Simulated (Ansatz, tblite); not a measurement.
Cost and result up the ladder for B3H3⁻ (6 atoms). The state is a doublet with charge -1. Geometry: r2SCAN-D4/def2-TZVPD.

```xyz
6

B     0.9156    0.0806   -0.0365
B    -0.2358   -0.7415    0.6020
B    -0.7677    0.3753   -0.3373
H     1.8218    0.7001   -0.5149
H    -0.5286   -1.6423    1.3422
H    -1.2054    1.2277   -1.0554
```

Ansatz on 4 threads of Arm Neoverse V1 on a shared host; xTB runs through tblite on one thread. Times are rough, summed over both states, and most runs start from the orbitals of an earlier one. CCSD(T)/def2-TZVPPD serves as the yardstick here, not as an exact answer. The other state is a quartet at its own geometry.

The xTB rows come from tblite. B3LYP takes the VWN-RPA correlation. Correlated methods freeze 3 core orbitals. The structure comes from a short search, and lower isomers may exist.

Correlated methods converge slowly with the basis.

xTB has no spin-polarisation term.

```
                          level  functions  quartet − doublet (eV)  difference from CCSD(T)/def2-TZVPPD (eV)                                               remarks
PBE-D4/def2-TZVPD (with forces)        138                    2.59                                     -0.10  HOMO above zero (doublet), HOMO above zero (quartet)
        CAM-B3LYP-D4/def2-TZVPD        138                    2.69                                     -0.01                                                     –
           r2SCAN-D4/def2-TZVPD        138                    2.46                                     -0.23  HOMO above zero (doublet), HOMO above zero (quartet)
          r2SCANh-D4/def2-TZVPD        138                    2.46                                     -0.24  HOMO above zero (doublet), HOMO above zero (quartet)
             RPA@PBE/def2-TZVPD        138                    2.61                                     -0.09                                                     –
            CCSD(T)/def2-TZVPPD        162                    2.70                                      0.00                                                     –
             PBE0-D4/def2-TZVPD        138                    2.56                                     -0.14                             HOMO above zero (quartet)
           revPBE-D4/def2-TZVPD        138                    2.50                                     -0.20  HOMO above zero (doublet), HOMO above zero (quartet)
                 MP2/def2-TZVPD        138                    2.92                                      0.22                                                     –
                       GFN1-xTB         18                    3.42                                      0.73                                                     –
                       GFN2-xTB         15                    3.31                                      0.61                                                     –
            B3LYP-D4/def2-TZVPD        138                    2.67                                     -0.03  HOMO above zero (doublet), HOMO above zero (quartet)
         LDA (SPW92)/def2-TZVPD        138                    2.89                                      0.19  HOMO above zero (doublet), HOMO above zero (quartet)
```

(1) Estimate how long each takes.

Results:

(1) GFN2-xTB 0.004 s; GFN1-xTB 0.011 s; LDA (SPW92)/def2-TZVPD 1.4 s; MP2/def2-TZVPD 1.7 s; revPBE-D4/def2-TZVPD 2.7 s; PBE-D4/def2-TZVPD (with forces) 2.9 s; PBE0-D4/def2-TZVPD 3 s; B3LYP-D4/def2-TZVPD 3.1 s; RPA@PBE/def2-TZVPD 3.7 s; CAM-B3LYP-D4/def2-TZVPD 4.9 s; r2SCAN-D4/def2-TZVPD 5 s; r2SCANh-D4/def2-TZVPD 5.3 s; CCSD(T)/def2-TZVPPD 63 s. On shared hardware such times vary by a factor of up to 3.
